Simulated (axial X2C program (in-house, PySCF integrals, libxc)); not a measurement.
Levels of NaAl⁻ by electron attachment to NaAl (EOM-EA-CCSD)

Calculated with an in-house all-electron X2C program for linear molecules (integrals from PySCF): two-component X2C with atomic mean-field Coulomb and Gaunt terms, Gaussian nuclei, basis Al dyall-av3z, Na dyall-acv3z with contracted cores.

R = 3.428 Å (1.090 times 3.145 Å, the PBE0 minimum at charge 0 for the lowest determinant).

Levels of NaAl⁻ obtained by attaching an electron to NaAl:

| Ω | binding energy (eV) | above lowest (cm⁻¹) | attached spinor | one-particle weight |
| --- | --- | --- | --- | --- |
| 1/2 | 0.386 | 0 | 73% Al pπ, 20% Na pπ, 7% Na dπ | 0.85 |
| 3/2 | 0.381 | 39 | 73% Al pπ, 20% Na pπ, 7% Na dπ | 0.85 |
| 1/2 | 0.210 | 1419 | 54% Na sσ, 26% Na pσ, 12% Al pσ | 0.95 |
| 1/2 | -0.206 | 4772 | 95% Na pσ | 0.99 |
| 1/2 | -0.213 | 4828 | 93% Na pπ | 0.98 |
| 3/2 | -0.213 | 4831 | 93% Na pπ | 0.98 |
| 1/2 | -0.351 | 5944 | 74% Na sσ, 14% Na pσ | 0.98 |

Task: Take the first Ω = 1/2 and Ω = 3/2 rows of π character: how far apart are they, and which lies lower?

Result: E(3/2) − E(1/2) = 39 − 0 = 39 cm⁻¹ at EOM-EA-CCSD: regular, Ω = 1/2 lower. Splittings at this level can be off by ten to twenty per cent.

Negative binding energies belong to unbound states, resonances or levels that the basis set holds; within some tenths of an eV of zero the sign is not settled.

This point took 18 s on 1 thread of Intel(R) Xeon(R) 6975P-C (Granite Rapids), on a shared host.

Reference electrons by ω block (each with its −ω partner): 1/2: 10, 3/2: 2. 12 electrons of NaAl correlated (inner shells frozen), 92 natural virtual spinors (a truncated set); levels can be off by some tenths of an eV. Roots sought by Ω: (1/2: 5, 3/2: 4, 5/2: 2, 7/2: 1); rows need 60 % one-particle weight and stop where some Ω has no more roots. Missing are any skipped roots, higher Ω and states of a further excitation; these come out far too high here and may in truth be low or lowest. T1 of the reference 0.013 (Lee–Taylor). Number of frozen shells: Al 2 s, 1 p; Na 1 s.
